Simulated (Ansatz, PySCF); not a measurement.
System: propyne, C₃H₄ (charge 0, singlet). 
Structure (B3LYP-D3(BJ)/def2-TZVP (Ansatz, a first-principles code) minimum search):
```xyz
7

C     -0.0011    -0.0004     0.2181
C     -0.0068    -0.0029     1.4176
C      0.0060     0.0025    -1.2360
H     -0.0119    -0.0051     2.4795
H      0.0152     1.0232    -1.6237
H      0.8874    -0.5130    -1.6226
H     -0.8790    -0.5002    -1.6311
```
Charge 0, spin multiplicity 1.

Total electronic energies in hartree. Correlated levels leave the core frozen unless marked. Spin-orbit coupling is left out. No relativistic terms. Basis-set limits of correlation are two-point, X^-3; Hartree-Fock from the larger set. The bracket is a focal-point correction in the basis named.

```csv
level,program,energy (Eh)
HF/STO-3G,Ansatz,-114.44574
HF/6-31G*,Ansatz,-115.86369
HF-D3(BJ)/def2-TZVPD,PySCF + dftd3,-115.94250
RI-HF/aug-cc-pVTZ,Ansatz,-115.90954
RI-HF/aug-cc-pVQZ,Ansatz,-115.91620
PBE0/def2-QZVPP,Ansatz,-116.55493
MN15/def2-TZVPD,PySCF,-116.54403
CAM-B3LYP-D3(BJ)/def2-TZVPD,Ansatz + dftd3,-116.63110
CAM-B3LYP/def2-TZVPD,Ansatz,-116.62871
LC-wPBE-D4/def2-TZVPD,Ansatz + dftd4,-116.61304
LC-wPBE/def2-TZVPD,Ansatz,-116.60977
B2PLYP-D3(BJ)/def2-TZVPD,Ansatz + dftd3,-116.59156
B2PLYP-D4/def2-TZVPD,Ansatz + dftd4,-116.59107
PBE-QIDH/def2-TZVPD,Ansatz,-116.52568
MP2/STO-3G,Ansatz,-114.64313
"RI-MP2/CBS(cc-pVTZ,cc-pVQZ)",Ansatz,-116.4489
SCS-MP2/6-31G*,Ansatz,-116.23705
CCSD/6-31G*,Ansatz,-116.26794
CCSD(T)/6-31G*,Ansatz,-116.28311
CCSD(T)/cc-pVDZ,PySCF,-116.31489
CCSD(T)/cc-pVTZ,Ansatz,-116.43512
"RI-MP2/CBS(cc-pVTZ,cc-pVQZ)+[CCSD(T)-MP2]/cc-pVDZ",Ansatz,-116.4940
"RI-MP2/CBS(aug-cc-pVTZ,aug-cc-pVQZ)+[CCSD(T)-MP2]/aug-cc-pVTZ",Ansatz,-116.4949
```

Totals of different functionals don't rank their quality; only differences between species are comparable.
